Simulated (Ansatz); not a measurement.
# CH5FN2O: one species, many methods

An exercise on one series of results from a longer session: the logs are not shown, and one member is left open.

Method: functionals in def2-TZVPP, the program's frozen cores in correlated methods; program: Ansatz 0.2.0, Gaussian basis.

The runs, in order: LDA (SPW92), PBE-D4, revPBE-D4, BLYP-D4, r2SCAN-D4, B97M-V, PBE0-D4, B3LYP-D4, r2SCANh-D4, r2SCAN0-D4, HSE06-D4, BHLYP-D4, CAM-B3LYP-D4, LC-ωPBE, ωB97X-V, ωB97M-V, B2PLYP, PBE-QIDH; CCSD(T)/def2-SVP; CCSD(T)/def2-TZVPP; MP2/def2-QZVPP; extrapolation to the limit; RPA on PBE.

## Structure used throughout

The geometry comes from an earlier relaxation with PBE0-D4 in a triple-zeta def2 set; it is a stationary point, not always the lowest conformer.

SMILES `NC(N)(O)F`, 10 atoms, charge 0, spin multiplicity 1.

Atoms are counted from 1 here; the program's logs count them from 0.

Bond lengths: N1–C2 1.424 Å, N1–H6 1.012 Å, N1–H7 1.011 Å, C2–N3 1.416 Å, C2–O4 1.396 Å, C2–F5 1.379 Å, N3–H8 1.011 Å, N3–H9 1.012 Å, O4–H10 0.962 Å. Angles: C2–N1–H6 109.6°, C2–N1–H7 110.2°, H6–N1–H7 109.3°, N1–C2–N3 108.9°, N1–C2–O4 116.6°, N1–C2–F5 105.8°, N3–C2–O4 109.5°, N3–C2–F5 113.3°, O4–C2–F5 102.8°, C2–N3–H8 110.4°, C2–N3–H9 110.2°, H8–N3–H9 110.0°, C2–O4–H10 106.8°.

The first run:

in.yaml reads:

```yaml
crystal:
  periodic: [false, false, false]
  atoms:
    - {symbol: N, position_ang: [-0.867144, -0.791374, -0.599530]}
    - {symbol: C, position_ang: [-0.062185, 0.291198, -0.142526]}
    - {symbol: N, position_ang: [0.258744, 0.079604, 1.219941]}
    - {symbol: O, position_ang: [1.106209, 0.548806, -0.862007]}
    - {symbol: F, position_ang: [-0.809027, 1.430363, -0.355652]}
    - {symbol: H, position_ang: [-1.096576, -0.654949, -1.575386]}
    - {symbol: H, position_ang: [-0.371283, -1.665823, -0.491740]}
    - {symbol: H, position_ang: [-0.578586, -0.111839, 1.753246]}
    - {symbol: H, position_ang: [0.731719, 0.890048, 1.597592]}
    - {symbol: H, position_ang: [1.771228, -0.067133, -0.540937]}
basis:
  gaussian: {orbitals: def2-TZVPP}
hamiltonian: {xc: lda}
output: {orbitals: {seedname: orbitals}}
```

Started as:

```bash
$ ansatz run in.yaml --threads 4 --pin off --events-out ev --progress --plain --max-ram 10444MiB
```

Among the steps run: LDA; PBE-D4 (GGA); revPBE-D4 (GGA); BLYP-D4 (GGA); r2SCAN-D4 (meta-GGA); B97M-V (meta-GGA); B3LYP-D4 (hybrid); r2SCANh-D4 (hybrid); r2SCAN0-D4 (hybrid); HSE06-D4 (hybrid); BHLYP-D4 (hybrid); CAM-B3LYP-D4 (range-separated); LC-ωPBE (range-separated); ωB97X-V (range-separated); ωB97M-V (range-separated); B2PLYP (double hybrid); PBE-QIDH (double hybrid).

One table of the session follows, with a row left open; its other results are not shown here.

It belongs to the step «Frontier levels by functional». 

```
  functional  HOMO (eV)  LUMO (eV)  gap (eV)
 LDA (SPW92)      -6.20      -0.19      6.01
      PBE-D4      -6.03      -0.05      5.98
   revPBE-D4      -5.96       0.02      5.98
     BLYP-D4          ?          ?         ?
   r2SCAN-D4      -6.39       0.72      7.11
      B97M-V      -6.54       0.17      6.72
     PBE0-D4      -7.66       0.79      8.45
    B3LYP-D4      -7.42       0.39      7.81
  r2SCANh-D4      -7.00       0.96      7.96
  r2SCAN0-D4      -7.92       1.30      9.22
    HSE06-D4      -7.25       0.42      7.67
    BHLYP-D4      -9.25       1.34     10.59
CAM-B3LYP-D4      -9.19       1.49     10.67
     LC-ωPBE     -10.58       2.85     13.43
     ωB97X-V     -10.21       2.64     12.85
     ωB97M-V     -10.12       2.15     12.28
```

**Question.** Estimate the row for BLYP-D4.

Worked estimate for «HOMO (eV)». Against the share of exact exchange, B3LYP-D4 (0.2, -7.42), BHLYP-D4 (0.5, -9.25) give a slope of -6.10 per unit share; at 0 the line stands at -6.20.

The run gave: HOMO (eV): -5.95; LUMO (eV): -0.12; gap (eV): 5.82. In «HOMO (eV)» the line misses by -0.25.
